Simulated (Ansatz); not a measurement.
# AlP (singlet): the correlation ladder at distance Al1–P2 = 3.815 Å, 6-31G

One table from this session's results is given with a row withheld; the runs are named, their logs left out.

The runs use Ansatz 0.2.0, Gaussian basis; 6-31G, core rule «outside noble gas», up to 10 orbitals frozen.

The runs, in order: UHF; CCSD(T) on RHF; CCSD(T) on UHF; BCCD(T) on RHF; CISD; CCSDT(Q) on RHF; CCSDT(Q) on UHF; CISDTQ; CCSDTQ on RHF; CCSDTQ on UHF; CASSCF and MRCISD+Q, 2 electrons in 2 orbitals; CASSCF and NEVPT2, 2 electrons in 2 orbitals; CASSCF and MRCISD+Q, 8 electrons in 8 orbitals; CASSCF and MRCISD+Q(relaxed), 8 electrons in 8 orbitals; CASSCF and NEVPT2, 8 electrons in 8 orbitals; Full CI.

22 further runs of the same task are left out: 16 that didn't finish, 6 set aside as unsound or not needed.

**The geometry**

The geometry derives from a PBE0/def2-TZVP stationary point (not a proven minimum). One bond is set to the value named and the two fragments are kept rigid.

2 atoms, charge 0, spin multiplicity 1.

Atoms are counted from 1 here; the program's logs count them from 0.

No contacts short enough for the rule that draws bonds.

The first run:

File in.yaml:

```yaml
crystal:
  periodic: [false, false, false]
  atoms:
    - {symbol: Al, position_ang: [0.000000, 0.000000, 0.000000]}
    - {symbol: P, position_ang: [0.000000, 0.000000, 3.815000]}
basis:
  gaussian: {orbitals: 6-31G}
magnetization: {spin_polarized: true, initial_magnetization: 0}
hamiltonian: {xc: hf}
output: {orbitals: {seedname: orbitals}}
```

Command:

```console
> ansatz run in.yaml --threads 1 --pin off --events-out ev --progress --plain --max-ram 2393MiB
```

Steps of the session up to this table: UHF; CCSD(T) on RHF; CCSD(T) on UHF; BCCD(T) on RHF; CISD; CCSDT(Q) on RHF; CCSDT(Q) on UHF; CISDTQ; CCSDTQ on RHF; CCSDTQ on UHF; CASSCF and MRCISD+Q, 2 electrons in 2 orbitals; CASSCF and NEVPT2, 2 electrons in 2 orbitals; CASSCF and MRCISD+Q, 8 electrons in 8 orbitals; CASSCF and MRCISD+Q(relaxed), 8 electrons in 8 orbitals; CASSCF and NEVPT2, 8 electrons in 8 orbitals; Full CI.

One table of the session follows, with a row left open; its other results are not shown here.

```
                   method  from FCI (meV)
                      RHF         +3009.8
                     RMP2         +1219.6
                     CISD          +574.5
                    RCCSD          +274.3
                 RCCSD(T)          +124.1
                  BCCD(T)          +131.7
                   RCCSDT           +58.0
                   CISDTQ           +89.7
                RCCSDT(Q)            -0.2
                  RCCSDTQ               ?
           CASSCF valence          +841.4
           NEVPT2 valence          +299.7
           MRCISD valence           +45.2
         MRCISD+Q valence           +22.2
MRCISD+Q(relaxed) valence            -1.7
                      FCI               0
```

**Question.** Estimate the row for RCCSDTQ.

The run gave: from FCI (meV): +2.6. In the column «from FCI (meV)» it lies between FCI (0) and MRCISD+Q valence (+22.2).

Not comparable, so not listed: CASSCF and MRCISD+Q, 2 electrons in 2 orbitals (they don't share determinant, frozen orbitals or solution with the rows shown, or repeat one).

Caveats from the session: The report flags that the cluster equations may have other roots. Left out of the table: CASSCF pair, NEVPT2 pair (the active space lost an orbital or holds another state than full CI finds). Left out of the table: UHF, UMP2, UCCSD, UCCSD(T), UCCSDT, UCCSDT(Q), UCCSDTQ (another determinant or state than the rows shown). The program flags RCCSDT(Q), RCCSDTQ as in doubt, so those rows may rest on another solution; read them beside their warnings. Warnings in the runs' records: passed over end.
